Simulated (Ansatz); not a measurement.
Compare A (`[NH][SiH2]N`•) with its isomer B (`N[SiH]N`•).

Computed with Ansatz on PBE0-D4/def2-TZVP structures; ΔE is electronic, products minus reactants. CCSD(T)/CBS is the MP2 limit (def2-TZVPP, def2-QZVPP) plus CCSD(T) − MP2 in def2-TZVPP, frozen cores. This one scheme is used for every species. DFT in def2-TZVPP. B3LYP here is the variant with VWN-RPA as its local correlation; programs differ in this. No spin–orbit coupling; open shells (•) take unrestricted orbitals. One conformer a species, not always the lowest.

Which is lower in electronic energy at CCSD(T)/CBS, and by how much? (Estimate.)

Ansatz gave: B, by 86.6 kJ/mol.

Give E(B) − E(A) in kJ/mol with ωB97M-V, B3LYP-D4, r2SCAN-D4, PBE-D4, CCSD/def2-TZVPP, B3LYP, MP2/def2-TZVPP. (An estimate is asked.)

Computed: ωB97M-V -79.2, B3LYP-D4 -82.2, r2SCAN-D4 -85.0, PBE-D4 -97.5, CCSD/def2-TZVPP -76.0, B3LYP -80.8, MP2/def2-TZVPP -102.6. None reverses the order clearly.

Does the order hold for the free energy at 298.15 K (harmonic terms from PBE0-D4)? (An estimate is asked.)

The calculation gave: Yes: G(B) − G(A) = -74.1 kJ/mol, for one conformer each.

Largest T1 diagnostic: 0.014.

From r2SCAN to r2SCAN0 (25 % exact exchange), in def2-TZVPP and without D4, E(B) − E(A) moves by +3.2 kJ/mol. At CCSD(T), def2-SVP lies +9.5 kJ/mol from the extrapolated value and def2-TZVPP +5.8 kJ/mol.
